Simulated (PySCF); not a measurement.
Species: C5H12O.
Z-matrix (Å and degrees, PBE0-D3(BJ)/def2-TZVP geometry), rows numbered from 1:
```
C 
C   1  1.5185
C   2  1.5200  1  112.98
C   3  1.5190  2  113.36  1   179.95
C   4  1.5153  3  112.85  2   179.67
O   5  1.4124  4  113.26  3  -177.51
H   1  1.0937  2  111.07  3    59.64
H   1  1.0936  2  111.10  3   -59.94
H   1  1.0922  2  111.61  3   179.83
H   2  1.0961  1  109.68  3   122.00
H   2  1.0959  1  109.70  3  -121.97
H   3  1.0972  2  109.18  1    57.50
H   3  1.0971  2  109.17  1   -57.89
H   4  1.0953  3  110.20  2    57.97
H   4  1.0985  3  109.33  2   -58.74
H   5  1.0935  4  109.98  3   -59.57
H   5  1.1001  4  109.82  3    57.91
H   6  0.9605  5  108.12  4   -58.18
```

Computed with PySCF at wB97X-D/pcSseg-2, non-relativistic, on one gas-phase PBE0-D3(BJ)/def2-TZVP geometry that isn't relaxed in the solvent. The solvent is an IEF-PCM continuum (van der Waals radii × 1.2). Only the electrostatic response of the medium enters.

Gas phase at wB97X-D/pcSseg-2: HOMO -9.69 eV, LUMO 2.26 eV, dipole 1.81 D.

Q: What does the continuum do to the energy, the frontier levels and the dipole at wB97X-D/pcSseg-2 in chloroform?

A: 
```tsv
solvent	ε	E(solvent) − E(gas) (kJ/mol)	polarisation term (kJ/mol)	distortion of the solute (kJ/mol)	HOMO (eV)	LUMO (eV)	dipole (D)
chloroform	4.711	-14.65	-16.07	1.42	-9.70	2.49	2.11
```

The first energy column is the sum of the next two and covers electrostatics alone.

Q: Which radius a makes the point-dipole formula ΔE = −[(ε − 1)/(2ε + 1)]·μ²/a³ give the value in chloroform, with the gas-phase dipole?

A: μ = 0.713 au and |ΔE| = 0.00558 Eh give a = 1.69 Å; the farthest nucleus lies 3.70 Å from the centroid of the nuclei, so such a sphere wouldn't even hold the nuclei. The formula assumes a rigid point dipole at the centre of a sphere.

wB97X-D is run here without its empirical dispersion term; that term would change no orbital, density or response property at a fixed geometry.
